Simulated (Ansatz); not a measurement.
# H2NSSi: the cost of one run

Method: UKS r2SCANh/def2-SVP, in Ansatz 0.2.0.

### 1 The starting structure

Bond lengths: N1–Si2 1.619 Å, Si2–S3 2.092 Å, N1–H4 1.009 Å, Si2–H5 1.453 Å. Angles: N1–Si2–S3 114.8°, N1–Si2–H5 138.0°, S3–Si2–H5 107.2°, Si2–N1–H4 124.3°.

As a file:

```xyz
5

N    -1.2474   -0.0309    0.0585
Si    0.3682    0.0011   -0.0403
S     1.3388    0.6702    1.6878
H    -1.8573   -0.3281   -0.6888
H     1.3977   -0.3124   -1.0170
```

### 2 Relaxing end A

Contents of input.yaml:

```yaml
crystal:
  periodic: [false, false, false]
  atoms:
    - { symbol: "N", position_ang: [-1.24741, -0.03089, 0.05848] }
    - { symbol: Si, position_ang: [0.3682, 0.00112, -0.04034] }
    - { symbol: S, position_ang: [1.33876, 0.67024, 1.68775] }
    - { symbol: H, position_ang: [-1.85727, -0.32809, -0.68885] }
    - { symbol: H, position_ang: [1.39772, -0.31238, -1.01704] }
magnetization:
  spin_polarized: true
  initial_magnetization: 1
basis:
  gaussian: { orbitals: def2-SVP }
hamiltonian:
  xc: r2scanh
relax:
  f_tol: 0.02
  max_steps: 50
output:
  orbitals: {}
```

Started as:

```sh
$ ansatz run input.yaml --threads 2 --pin off --max-ram 3072MiB --backend cpu --events-out ev --progress --plain --runs-dir out
```

**Question.** How long does this run take on 2 threads of AMD EPYC 7R43 (Zen 3), shared host, and how much memory does it need?

About 33 s, with a peak of 0.21 GiB.
